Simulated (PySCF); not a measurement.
Record of a relaxation.

Species: BH₆N.
Bonds: B1–N2. Hydrogens: H3, H4, H5 on B1; H6, H7, H8 on N2.

Method: PBE0-D3(BJ)/def2-SVP geometry optimisation, gas phase in PySCF; density fitting, grid level 1; the optimiser is geomeTRIC in internal coordinates, started from a GFN2-xTB structure with every atom displaced at random (about 0.01 Å). The frame can shift and turn from step to step; on so coarse a grid that alone can change the energy by a few meV, and forces under 0.02 eV/Å are noise.

Step 0: E = -2259.6712 eV, largest atomic force 1.493 eV/Å
```
atom  x, y, z in Å  |  force x, y, z in eV/Å
B1     -0.806    0.014    0.057    0.269   0.891  -0.875
N2      0.820   -0.042   -0.061   -0.595   0.332  -0.027
H3     -1.254   -0.250   -1.037    0.003  -0.201  -0.294
H4     -1.094   -0.748    0.888   -0.357  -1.013   1.038
H5     -1.075    1.156    0.350   -0.007   0.356   0.169
H6      1.217    0.209    0.839    0.244  -0.033   0.077
H7      1.143    0.618   -0.766    0.138   0.016  -0.030
H8      1.105   -0.975   -0.322    0.304  -0.349  -0.057
```

Step 1: E = -2259.7348 eV, largest atomic force 0.347 eV/Å
```
atom  x, y, z in Å  |  force x, y, z in eV/Å
B1     -0.788   -0.023    0.137   -0.147  -0.196   0.246
N2      0.831   -0.095    0.005    0.222  -0.069  -0.004
H3     -1.227   -0.333   -0.960   -0.007  -0.029  -0.061
H4     -1.082   -0.831    1.025    0.050   0.139  -0.171
H5     -1.044    1.131    0.445    0.005   0.066   0.013
H6      1.288    0.150    0.886   -0.050   0.006  -0.052
H7      1.171    0.551   -0.708    0.000  -0.021   0.019
H8      1.150   -1.034   -0.251   -0.073   0.103   0.011
```

Step 2: E = -2259.7371 eV, largest atomic force 0.114 eV/Å
```
atom  x, y, z in Å  |  force x, y, z in eV/Å
B1     -0.790   -0.025    0.140   -0.079  -0.042   0.070
N2      0.833   -0.096    0.006    0.086   0.000  -0.007
H3     -1.227   -0.337   -0.960    0.006  -0.003  -0.009
H4     -1.083   -0.829    1.021    0.019   0.034  -0.048
H5     -1.044    1.133    0.448    0.007   0.008  -0.005
H6      1.289    0.150    0.885   -0.012   0.005   0.000
H7      1.173    0.550   -0.708   -0.007  -0.003   0.002
H8      1.147   -1.032   -0.251   -0.021   0.002  -0.003
```

Step 3: E = -2259.7374 eV, largest atomic force 0.024 eV/Å
```
atom  x, y, z in Å  |  force x, y, z in eV/Å
B1     -0.792   -0.025    0.142   -0.020   0.011  -0.003
N2      0.834   -0.096    0.006    0.024   0.005  -0.001
H3     -1.226   -0.338   -0.960    0.003   0.003   0.002
H4     -1.082   -0.828    1.019    0.001  -0.008   0.006
H5     -1.044    1.134    0.448    0.002  -0.004  -0.005
H6      1.289    0.151    0.886   -0.001  -0.001   0.001
H7      1.174    0.549   -0.709   -0.004  -0.001   0.000
H8      1.144   -1.033   -0.251   -0.003  -0.004   0.001
```

Step 4: E = -2259.7374 eV, largest atomic force under 0.02 eV/Å
```
atom  x, y, z in Å  |  force x, y, z in eV/Å
B1     -0.792   -0.025    0.142   -0.005   0.006  -0.004
N2      0.835   -0.096    0.006    0.007   0.002   0.000
H3     -1.226   -0.338   -0.960    0.001   0.001   0.001
H4     -1.082   -0.828    1.019    0.000  -0.005   0.005
H5     -1.044    1.135    0.448    0.001  -0.001  -0.002
H6      1.290    0.151    0.886    0.000  -0.001   0.000
H7      1.174    0.549   -0.709   -0.002  -0.001  -0.001
H8      1.144   -1.034   -0.251   -0.001  -0.002   0.001
```

Q: Summarise the path.

A: The energy falls by 0.0663 eV from step 0 to step 4; nine tenths of that is first reached at step 1. It falls at every step. The largest force goes from 1.493 to under 0.02 eV/Å. Among the bonds B1–H4 changes most, from 1.164 to 1.224 Å; the atoms move by 0.031 Å rms after alignment.

Q: Follow the three bonds and two angles with the largest change from start to end.

A: 
```json
{"step": "0", "E above end (eV)": "0.0663", "largest force (eV/Å)": "1.493", "B1–H4 (Å)": "1.164", "B1–H5 (Å)": "1.210", "B1–H3 (Å)": "1.211", "H3–B1–H5 (°)": "110.0", "B1–N2–H6 (°)": "108.5"}
{"step": "1", "E above end (eV)": "0.0026", "largest force (eV/Å)": "0.347", "B1–H4 (Å)": "1.236", "B1–H5 (Å)": "1.222", "B1–H3 (Å)": "1.221", "H3–B1–H5 (°)": "113.0", "B1–N2–H6 (°)": "111.4"}
{"step": "2", "E above end (eV)": "0.0003", "largest force (eV/Å)": "0.114", "B1–H4 (Å)": "1.228", "B1–H5 (Å)": "1.225", "B1–H3 (Å)": "1.224", "H3–B1–H5 (°)": "113.1", "B1–N2–H6 (°)": "111.3"}
{"step": "3", "E above end (eV)": "0.0000", "largest force (eV/Å)": "0.024", "B1–H4 (Å)": "1.224", "B1–H5 (Å)": "1.225", "B1–H3 (Å)": "1.225", "H3–B1–H5 (°)": "113.2", "B1–N2–H6 (°)": "111.2"}
{"step": "4", "E above end (eV)": "0.0000", "largest force (eV/Å)": "under 0.02", "B1–H4 (Å)": "1.224", "B1–H5 (Å)": "1.225", "B1–H3 (Å)": "1.225", "H3–B1–H5 (°)": "113.2", "B1–N2–H6 (°)": "111.2"}
```

What follows is the cost of the whole optimisation. The run took 5.5 s wall on an Intel Xeon Platinum 8259CL at 2.50 GHz with one thread, no GPU, shared host with 96 logical CPUs at a one-minute load of 20, and the process peaked at 0.28 GiB of memory.
